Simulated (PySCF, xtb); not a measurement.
Two structures of CH2PSi+

Structure a: a singlet given by its coordinates. Structure b: `[SiH2+]C#P`, a singlet. Both are isolated ions in the gas phase, relaxed with PBE0-D4/def2-SVP.

a (Å):

```xyz
5

C    -0.7801    0.2155   -0.2119
P    -0.5242    1.4334    1.0126
Si    0.8159   -0.1098    0.4248
H    -1.6152   -0.0023   -0.8879
H     1.9966   -0.9946    0.3265
```

Close contacts (Å): C1–P2 1.75, C1–Si3 1.75, P2–Si3 2.13, C1–H4 1.10, Si3–H5 1.48.

b (Å):

```yaml
atoms:
  - { symbol: C, position_ang: [0.3182, 1.2255, -1.9133] }
  - { symbol: P, position_ang: [1.2526, 0.3524, -2.8043] }
  - { symbol: Si, position_ang: [-0.7311, 2.2095, -0.9060] }
  - { symbol: H, position_ang: [-1.1670, 1.7138, 0.4168] }
  - { symbol: H, position_ang: [-1.1812, 3.5362, -1.3781] }
```

Question: Estimate E(b) − E(a) at the level CCSD(T)/def2-TZVP.

Answer: Calculated at CCSD(T)/def2-TZVP: E(b) − E(a) = +1.98 kcal/mol, so structure a lies lower.

The same difference at several levels:

```csv
level,geometry,E(b) − E(a) (kcal/mol),departure from the last row (kcal/mol),"job, with rough time for the two"
GFN2-xTB,GFN2-xTB,−14.93,−16.92,"optimisation, 0.3 s"
HF/STO-3G,GFN2-xTB,−4.85,−6.83,"single point, 2.4 s"
r2SCAN-D4/def2-SVP,GFN2-xTB,+2.92,+0.94,"single point, 12 s"
PBE0-D4/def2-SVP,PBE0-D4/def2-SVP,+7.11,+5.13,"optimisation, 57 s"
HF/def2-TZVP,PBE0-D4/def2-SVP,+0.78,−1.20,part of the CCSD(T) run
MP2/def2-TZVP,PBE0-D4/def2-SVP,+0.64,−1.34,part of the CCSD(T) run
CCSD(T)/def2-TZVP,PBE0-D4/def2-SVP,+1.98,,"single point, 57 s"
```

GFN2-xTB, HF/STO-3G put the two in the other order. The largest departure from CCSD(T)/def2-TZVP is that of GFN2-xTB, 16.92 kcal/mol.

With thermal terms from frequencies at re-optimised GFN2-xTB minima (ideal gas, soft modes damped towards free rotors, one conformer each, 298.15 K, 1 atm): the zero-point term adds −1.89 kcal/mol; ΔH is +0.64 and ΔG +0.16 kcal/mol. In free energy the two are nearly level.

The correlated steps freeze 11 core orbitals. Programs: PySCF 2.14.0, xtb 6.7.1; the last row on 2 threads of Intel(R) Xeon(R) Platinum 8259CL CPU @ 2.50GHz (Skylake/Cascade Lake) on a shared host.
